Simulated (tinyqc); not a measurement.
Ways to converge the cycle: SCF convergence aids in the sto-3g basis, for H2O, spin multiplicity 1. Computed by the program tinyqc with PySCF. 

Geometry (angstrom):
```
atom       x        y       z
O     0.0000   0.0000  0.0000
H     0.0000   0.9560  0.5810
H     0.0000  -0.9630  0.5850
```

lowest restricted solution found by these runs and by PySCF = -74.918856 hartree

RHF with one setting changed at a time; a run stops when the energy changes by less than 1e-09 hartree and the error matrix is below 1e-5. The start is the Wolfsberg-Helmholz matrix. Damping d keeps d of the old density; a shift (hartree) raises the virtual levels; DIIS n extrapolates F over n matrices.

Largest element of the error matrix X^T (FDS - SDF) X:
```
iteration    plain  damping 0.3  damping 0.6  shift 0.4   DIIS 3   DIIS 8
1          4.9e-01      4.9e-01      4.9e-01    4.9e-01  4.9e-01  4.9e-01
2          1.3e-01      1.5e-01      3.0e-01    1.6e-01  1.3e-01  1.3e-01
3          3.7e-02      7.9e-02      1.8e-01    9.0e-02  3.7e-02  3.7e-02
4          1.4e-02      4.5e-02      1.1e-01    5.0e-02  7.7e-03  7.7e-03
5          5.7e-03      2.5e-02      7.5e-02    2.8e-02  2.9e-03  2.4e-03
6          2.4e-03      1.4e-02      5.7e-02    1.6e-02  9.1e-04  4.2e-05
8          5.3e-04      4.7e-03      3.3e-02    5.4e-03  1.6e-05  2.6e-07
10         1.3e-04      1.6e-03      1.8e-02    2.1e-03        -        -
14         8.2e-06      2.4e-04      5.9e-03    3.9e-04        -        -
20               -      1.7e-05      1.2e-03    3.0e-05        -        -
30               -            -      9.5e-05          -        -        -
```

How each run ends:
```
run          iterations  E (hartree)         state
plain                15    -74.91886  lowest found
damping 0.3          22    -74.91886  lowest found
damping 0.6          42    -74.91886  lowest found
shift 0.4            23    -74.91886  lowest found
DIIS 3                9    -74.91886  lowest found
DIIS 8                8    -74.91886  lowest found
```

6 of 6 runs reach the lowest restricted solution found, in 8 to 42 iterations (fastest: DIIS 8). Plain steps already contract here, so damping only slows them. DIIS 3 and DIIS 8 gain by cancelling the error over several earlier matrices, much as a quasi-Newton step does.
